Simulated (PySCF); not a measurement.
# C2H3N (triplet): open-shell or spin-flip excitations

Aim: compute the open-shell or spin-flip excitations of C2H3N (triplet) (`C=C[N]`).

Programs: PySCF 2.14.0, with routines of our own; each step states its level. All values are computed. Atoms count from 0.

### 1 The starting structure

6 atoms, charge 0, multiplicity 3; geometry from: GFN2-xTB.

### 2 Open-shell or spin-flip excitations: unrestricted TDA M06-2X/def2-SVPD

Job settings and geometry (Å):

```
{"job": {"kind": "uabs", "xc": "M06-2X", "basis": "def2-SVPD", "nstates": 10, "tda": true}, "charge": 0, "multiplicity": 3}
C     -0.699813     0.150788    -0.099730
C      0.647640    -0.141325     0.085538
N      1.609427     0.661872     0.222226
H     -1.429975    -0.629700    -0.206552
H     -1.022909     1.175477    -0.137250
H      0.898753    -1.215122     0.114193
```

With the program's defaults for keys left out, this is: unrestricted TDA M06-2X/def2-SVPD, vertical, gas phase, core orbitals frozen in the response.

Launch:

```sh
OMP_NUM_THREADS=1 python excited_run.py task.json out
```

This one command runs all jobs of the session in turn.

What it wrote:

```text
coarse grid: 22896 points
cycle   1  E = -132.4563788108  dE =  2.748e-01  |g| = 1.555e-01  |ddm| = 2.281e+00
cycle   2  E = -132.4714745283  dE = -1.510e-02  |g| = 1.565e-01  |ddm| = 4.524e-01
cycle   3  E = -132.4833260536  dE = -1.185e-02  |g| = 4.320e-02  |ddm| = 2.504e-01
cycle   4  E = -132.4853138371  dE = -1.988e-03  |g| = 1.428e-02  |ddm| = 1.071e-01
cycle   5  E = -132.4856591081  dE = -3.453e-04  |g| = 7.317e-03  |ddm| = 4.349e-02
cycle   6  E = -132.4857209181  dE = -6.181e-05  |g| = 2.519e-03  |ddm| = 1.642e-02
cycle   7  E = -132.4857317867  dE = -1.087e-05  |g| = 8.719e-04  |ddm| = 6.751e-03
cycle   8  E = -132.4857339259  dE = -2.139e-06  |g| = 4.163e-04  |ddm| = 2.722e-03
final grid: 49528 points
cycle   9  E = -132.4857154929  dE = -2.477e-06  |g| = 4.585e-04  |ddm| = 8.845e-03
cycle  10  E = -132.4857157953  dE = -3.024e-07  |g| = 2.694e-04  |ddm| = 1.239e-03
cycle  11  E = -132.4857158865  dE = -9.121e-08  |g| = 1.600e-04  |ddm| = 5.660e-04
cycle  12  E = -132.4857159519  dE = -6.535e-08  |g| = 6.559e-05  |ddm| = 5.086e-04
cycle  13  E = -132.4857159662  dE = -1.434e-08  |g| = 4.374e-05  |ddm| = 2.422e-04
cycle  14  E = -132.4857159703  dE = -4.111e-09  |g| = 1.750e-05  |ddm| = 1.656e-04
cycle  15  E = -132.4857159708  dE = -5.070e-10  |g| = 4.870e-06  |ddm| = 5.260e-05
converged SCF energy = -132.4857159708

Static polarisability (au): isotropic 31.494, principal 22.397 29.390 42.694

<S^2> of the reference = 2.0479 (exact 2.0000)

Excitations
state   eV       nm        f      <S^2>   main configurations
  1   3.8733    320.1   0.00563   2.049   H-1b->L+1b 0.90
  2   4.5596    271.9   0.00466   2.155   H-1b->Lb 0.89
  3   4.6057    269.2   0.00050   2.029   Hb->L+1b 0.93
  4   4.6484    266.7   0.01369   2.021   Hb->Lb 0.69, Ha->L+1a 0.27
  5   6.0051    206.5   0.00025   2.064   H-1a->L+1a 0.96
  6   6.3904    194.0   0.00105   2.106   H-2b->Lb 0.92
  7   6.8185    181.8   0.01800   2.065   Ha->La 0.96
  8   6.8814    180.2   0.27075   2.037   Ha->L+1a 0.62, Hb->Lb 0.21
  9   7.5933    163.3   0.00142   2.060   Ha->L+2a 0.93
 10   7.7954    159.0   0.00004   2.195   H-3b->Lb 0.87
```

Run time: 12 s. Hardware: 1 thread of Arm Neoverse V1, shared host; peak memory 0.34 GiB.

Key values:

| quantity | value |
| --- | --- |
| ⟨S²⟩ | 2.048 |

Löwdin spin populations:

| atom | value (e) |
| --- | --- |
| C0 | 0.58 |
| C1 | 0.08 |
| N2 | 1.22 |
| H3 | 0.04 |
| H4 | 0.03 |
| H5 | 0.05 |

With diffuse functions Löwdin's scheme smears the spin, so small populations can have the wrong sign.

### 3 Open-shell or spin-flip excitations: collinear spin-flip TDA BHandHLYP/def2-SVP

Job settings and geometry (Å):

```
{"job": {"kind": "uabs", "xc": "BHandHLYP", "basis": "def2-SVP", "nstates": 8, "spin_flip": true}, "charge": 0, "multiplicity": 3}
C     -0.699813     0.150788    -0.099730
C      0.647640    -0.141325     0.085538
N      1.609427     0.661872     0.222226
H     -1.429975    -0.629700    -0.206552
H     -1.022909     1.175477    -0.137250
H      0.898753    -1.215122     0.114193
```

With the program's defaults for keys left out, this is: collinear spin-flip TDA BHandHLYP/def2-SVP, vertical, gas phase, core orbitals frozen in the response.

What it wrote:

```text
coarse grid: 5096 points
cycle   1  E = -132.4214228872  dE =  2.341e-01  |g| = 1.826e-01  |ddm| = 1.836e+00
cycle   2  E = -132.4409206623  dE = -1.950e-02  |g| = 1.777e-01  |ddm| = 3.383e-01
cycle   3  E = -132.4568026186  dE = -1.588e-02  |g| = 4.610e-02  |ddm| = 2.233e-01
cycle   4  E = -132.4596767285  dE = -2.874e-03  |g| = 1.575e-02  |ddm| = 8.004e-02
cycle   5  E = -132.4602358000  dE = -5.591e-04  |g| = 8.261e-03  |ddm| = 3.752e-02
cycle   6  E = -132.4603691459  dE = -1.333e-04  |g| = 4.100e-03  |ddm| = 1.738e-02
cycle   7  E = -132.4604087443  dE = -3.960e-05  |g| = 1.337e-03  |ddm| = 1.166e-02
cycle   8  E = -132.4604140316  dE = -5.287e-06  |g| = 5.270e-04  |ddm| = 4.157e-03
final grid: 49528 points
cycle   9  E = -132.4752246307  dE = -6.901e-06  |g| = 8.109e-04  |ddm| = 5.590e-03
cycle  10  E = -132.4752251191  dE = -4.884e-07  |g| = 5.436e-04  |ddm| = 1.420e-03
cycle  11  E = -132.4752253125  dE = -1.934e-07  |g| = 1.910e-04  |ddm| = 6.296e-04
cycle  12  E = -132.4752253704  dE = -5.791e-08  |g| = 1.181e-04  |ddm| = 3.608e-04
cycle  13  E = -132.4752253924  dE = -2.202e-08  |g| = 3.467e-05  |ddm| = 2.562e-04
cycle  14  E = -132.4752253972  dE = -4.852e-09  |g| = 1.379e-05  |ddm| = 1.513e-04
cycle  15  E = -132.4752253976  dE = -3.707e-10  |g| = 6.922e-06  |ddm| = 3.241e-05
converged SCF energy = -132.4752253976

<S^2> of the reference = 2.0811 (exact 2.0000)

Spin-flip excitations, energies against the reference
state   eV       nm        f      <S^2>   main configurations
  1   1.1855        -   0.00000   2.158   Ha->Lb 0.62, H-1a->L+1b 0.32
  2   1.5668   3251.6   0.00002   0.155   H-1a->L+1b 0.58, Ha->Lb 0.35
  3   2.5624    900.5   0.00001   0.213   Ha->L+1b 0.47, H-1a->Lb 0.34, H-3a->L+1b 0.12
  4   3.1443    633.0   0.00001   0.189   H-1a->Lb 0.55, Ha->L+1b 0.32
  5   4.8438    338.9   0.00660   1.018   H-3a->Lb 0.65, Ha->L+3b 0.29
  6   4.9965    325.3   0.00220   1.084   H-2a->L+1b 0.81, H-4a->L+1b 0.12
  7   5.7338    272.6   0.00200   1.172   H-2a->Lb 0.86
  8   6.8007    220.8   0.00001   0.961   H-3a->L+1b 0.69, Ha->L+1b 0.19
```

It took 1.3 s on 1 thread of Arm Neoverse V1, shared host; peak memory 0.35 GiB.

The ⟨S²⟩ below is that of the reference state, of multiplicity 3.

In short:

| quantity | value |
| --- | --- |
| low spin less high spin | 0.381 eV |
| ⟨S²⟩ | 2.081 |

### 4 Outcome

| quantity | value |
| --- | --- |
| lowest and brightest state of nearly pure spin, of 10 (step 2, unrestricted TDA M06-2X/def2-SVPD) | 3.87 eV; 6.88 eV, f = 0.271 |
| low spin less high spin (step 3, collinear spin-flip TDA BHandHLYP/def2-SVP) | 0.381 eV |

In words: The values above hold for this geometry and these levels alone.
